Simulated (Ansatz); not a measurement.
Compare A (`C1CCC1`) with its isomer B (`C/C=C\C`).

Program: Ansatz. Geometries: PBE0-D4/def2-TZVP. ΔE: electronic, gas phase. CCSD(T)/CBS adds triple-zeta CCSD(T) − MP2 to the extrapolated MP2 energy (def2 sets, frozen cores). DFT in def2-TZVPP. B3LYP here is the variant with VWN-RPA as its local correlation; programs differ in this.

Which isomer does CCSD(T)/CBS put lower? Give the gap. (Best estimate.)

Computed: B, by 28.4 kJ/mol.

Give E(B) − E(A) in kJ/mol with B3LYP-D4, BLYP-D4, HF/def2-TZVPP, LDA (SPW92), r2SCAN-D4, ωB97M-V, CCSD(T)/def2-TZVPP. (Estimate.)

Computed: B3LYP-D4 -41.4, BLYP-D4 -49.5, HF/def2-TZVPP -40.1, LDA (SPW92) -12.8, r2SCAN-D4 -30.6, ωB97M-V -23.2, CCSD(T)/def2-TZVPP -26.0. None reverses the order clearly.

Does the order hold for the free energy at 298.15 K (harmonic terms from PBE0-D4)? (Best estimate.)

Computed: Yes: G(B) − G(A) = -42.4 kJ/mol.

Largest T1 diagnostic: 0.010.

From PBE to PBE0 (25 % exact exchange), in def2-TZVPP and without D4, E(B) − E(A) moves by +8.7 kJ/mol. Leaving LDA and LC-ωPBE aside and taking each functional with its dispersion term where it has one, the values, not all of them listed here, spread over 36.5 kJ/mol, from BLYP-D4 to PBE-QIDH. LDA lies +14.6 kJ/mol from PBE without D4.
